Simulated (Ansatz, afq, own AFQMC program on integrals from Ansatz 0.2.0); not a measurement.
# B2H, quartet: AFQMC among the cluster methods

```xyz
3

B     0.0000    0.0000    0.1141
B     0.0000    0.0000   -1.4064
H     0.0000    0.0000    1.2923
```

Connectivity, by distances: BH–B.

Basis cc-pVDZ. Noble-gas cores (and the filled d shells of Ga–Kr and In–Xe) are frozen. Ansatz 0.2.0 and our own AFQMC program on the same integrals; the CISD trial comes from CCSD amplitudes, and released means the phaseless constraint is let go. Free projection: walkers drawn from exp(T), propagated without any constraint. Its projection time is finite, and what remains of the start isn't in its error. Error bars are statistical, one sigma.

Determinant: UHF, the one that the program's search chose, which needn't be the lowest solution. The geometry is a PBE0/def2-TZVP stationary point of this or a neighbouring charge and spin state.

No full CI on the walks' own integrals is used here; CCSDT(Q) serves as the reference and is uncertain by about the last step of the cluster series.

Cautions: lower spins were not checked.

* T1 diagnostic: 0.0208
* weight of the determinant in the CISD state: 0.916
* ⟨S²⟩ of the determinant: 3.755
* size of the correlated space: 7 electrons in 31 orbitals

Reference: CCSDT(Q), correlation energy -3.572 eV. The released energy is read at 1.50 1/Eh (meV from the phaseless value at times in 1/Eh: -7 ± 7 at 0.24, -7 ± 6 at 0.50, -9 ± 8 at 1.00, -11 ± 8 at 1.50).

```tsv
level	E − E(reference) (mEh)	share of correlation (%)
HF	131.25	0.00
MP2	30.74	76.58
CCSD	5.29	95.97
CCSD(T)	1.26	99.04
CCSDT	0.21	99.84
ph-AFQMC/HF	0.41 ± 1.34	99.68
ph-AFQMC/CISD	0.48 ± 0.21	99.63
released AFQMC	0.07 ± 0.31	99.94
free AFQMC	-0.14 ± 0.30	100.10
```

Free projections are given only where their last times agree within the noise and don't stop above the reference; a slow remainder of the start can still hide under it. A walk keeps the symmetry of its determinant, which the program's search chose and which needn't be the lowest solution, so a lower state of the same spin and another symmetry isn't excluded. Released energies are given only where the last usable release times agree within the noise; a slower fall can still hide under it.
